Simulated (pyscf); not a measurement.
[O=Si–F]• (SMILES O=[Si]F) + H₂ (SMILES [H][H]) → HO–Si:–F (SMILES O[Si]F) [singlet] + H• (SMILES [H]), a hydrogen abstraction (doublet surface; H–H broken, H–O formed). Optimised with ωB97X-D3(BJ)/def2-SVP in PySCF. Energies in kJ/mol from the separated reactants.

Small-basis levels: PySCF, no dispersion term, spherical d functions. Open shells are spin-unrestricted. 

**Question.** Quick MP2/6-31G* single points give ΔE‡ = 142.6 kJ/mol and ΔE = +13.9 kJ/mol. What does ωB97M-D3(BJ)/def2-TZVP give, and how far is the quick result from it?

**Answer.** ωB97M-D3(BJ)/def2-TZVP gives ΔE‡ = 68.2 kJ/mol and ΔE = +4.8 kJ/mol. MP2/6-31G* lies 74.4 kJ/mol over it in the barrier and 9.0 kJ/mol over it in the reaction energy, so on this step it does not hold to within 12.6 kJ/mol. ωB97M-D3(BJ)/def2-TZVP has limits of its own. This is the saddle that the search found; another between the same sides may lie lower. The angle at the transferred H is 171°.
